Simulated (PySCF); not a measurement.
Compound: C2HNS.
Numbering: `[N:1]#[C:2][CH:3]=[S:4]` (hydrogens: H5 on C3)

Level of theory: core-valence-separated Tamm–Dancoff BHandHLYP/aug-pcX-1 (pcseg-1 on H, def2-SVPD on S) in PySCF, non-relativistic, gas phase, PBE0-D3(BJ)/def2-SVP geometry.

Computed carbon K-edge spectrum, Gaussian lines of 0.8 eV full width, highest printed point 100; it ends one width below the last computed root. The energies are unshifted.

(photon energy (eV), absorption): (281.2, 2), (281.4, 9), (281.6, 28), (281.8, 59), (282.0, 90), (282.2, 100), (282.4, 86), (282.6, 60), (282.8, 38), (283.0, 21), (283.2, 14), (283.4, 22), (283.6, 47), (283.8, 79), (284.0, 95), (284.2, 81), (284.4, 49), (284.6, 21), (284.8, 6), (285.0, 2), (285.2, 2), (285.4, 7), (285.6, 23), (285.8, 50), (286.0, 77), (286.2, 83), (286.4, 64), (286.6, 35), (286.8, 14), (287.0, 5), (287.2, 3), (287.4, 3), (287.6, 5), (287.8, 10), (288.0, 18), (288.2, 23), (288.4, 22), (288.6, 17), (288.8, 13)

Assign the maxima to core holes.

4 maxima:
- 282.2 eV: C3 (thiocarbonyl carbon), 282.13 eV, f = 0.064, 1s→π*, 91 % of the height at the exact maximum
- 284.0 eV: C2 (nitrile carbon), 284.01 eV, f = 0.065, 100 % of the height at the exact maximum
- 286.1 eV: C2 (nitrile carbon), 286.15 eV, f = 0.058, 100 % of the height at the exact maximum
- 288.3 eV: C3 (thiocarbonyl carbon), 288.24 eV, f = 0.015, 94 % of the height at the exact maximum

Further lines of some strength in the range: C2, 282.68 eV, f = 0.018.

Roots within 0.03 eV on the same or equivalent atoms count as one line; shares under 12 % aren't listed.

Vibrational structure and lifetime widths aren't in the curve. The ionisation threshold wasn't computed; near and above it a finite basis only mimics Rydberg series and continuum.

The run took 3.2 s of wall time on Arm Neoverse V2, one thread, shared host with 192 logical CPUs at a one-minute load of 69, and the process peaked at 0.46 GiB of memory.
